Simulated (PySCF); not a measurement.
```xyz
5
charge 0 multiplicity 1, angstrom
C     0.0000    0.0000    0.0000
F    -0.7722    0.7722    0.7722
F    -0.7722   -0.7722   -0.7722
F     0.7722    0.7722   -0.7722
F     0.7722   -0.7722    0.7722
```

Computed with PBE in PySCF with C def2-TZVP, F def2-TZVP; no relativity; density-fitted integrals.

This geometry of CF₄ is a stationary point at this level.

Q: What is the point group?

A: Td.

Q: Is it a minimum?

A: Yes: all harmonic wavenumbers are real.

Q: List the harmonic modes with their infrared intensities.

A: 
| symmetry | ω (cm⁻¹) | IR (km/mol, summed over degenerate members) |
| --- | --- | --- |
| e | 412 | 0.0 |
| t2 | 599 | 5.8 |
| a1 | 867 | 0.0 |
| t2 | 1199 | 1206 |

Q: What are the dipole moment and the gap between the highest occupied and lowest empty levels?

A: 0.00 D and 11.83 eV.

Q: Give the atomic charges and bond orders.

A: 
```json
{"atom": "C1", "Mulliken": "0.46", "Löwdin": "-0.89", "polar tensor": "2.02", "Mayer order to C1": "–"}
{"atom": "F2,3,4,5", "Mulliken": "-0.12", "Löwdin": "0.22", "polar tensor": "-0.51", "Mayer order to C1": "1.20"}
```

In Td the vibrations span e + 2t2 + a1. The a1, e modes carry no infrared intensity, as symmetry demands.
